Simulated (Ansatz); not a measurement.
Base system: CdTe in the zinc blende structure (space group F-43m, No. 216).

```cif
data_Cd4Te4
_chemical_formula_sum 'Te4 Cd4'
_space_group_name_H-M_alt 'F-43m'
_space_group_IT_number 216
_space_group_name_Hall 'F -4 2 3'
_cell_length_a 6.48920
_cell_length_b 6.48920
_cell_length_c 6.48920
_cell_angle_alpha 90.000
_cell_angle_beta 90.000
_cell_angle_gamma 90.000
loop_
_atom_site_label
_atom_site_type_symbol
_atom_site_symmetry_multiplicity
_atom_site_Wyckoff_symbol
_atom_site_fract_x
_atom_site_fract_y
_atom_site_fract_z
_atom_site_occupancy
Te1 Te 4 c 0.25000 0.25000 0.25000 1
Cd1 Cd 4 a 0.00000 0.00000 0.00000 1
```
(The calculation used a cell of 2 atoms; values per cell refer to that cell.)

Method: PBEsol (Ansatz, an electronic-structure program; PAW; 420 eV plane waves; no spin-orbit coupling).

Modification: full substitution Te → Se, then cell and atoms are relaxed.

Measured lattice parameter a: CdTe 6.48 Å (room temperature; as listed in M J Lucero, T M Henderson, G E Scuseria, Journal of Physics Condensed Matter (2012)); CdSe 6.077 Å (room temperature; as listed in arXiv:1206.3780).

Q: How well does PBEsol reproduce the measured shift?

A: With PBEsol the lattice parameter a moves by -0.407 Å (6.489 → 6.082) against -0.403 Å measured.

Stability against distortions was not tested.
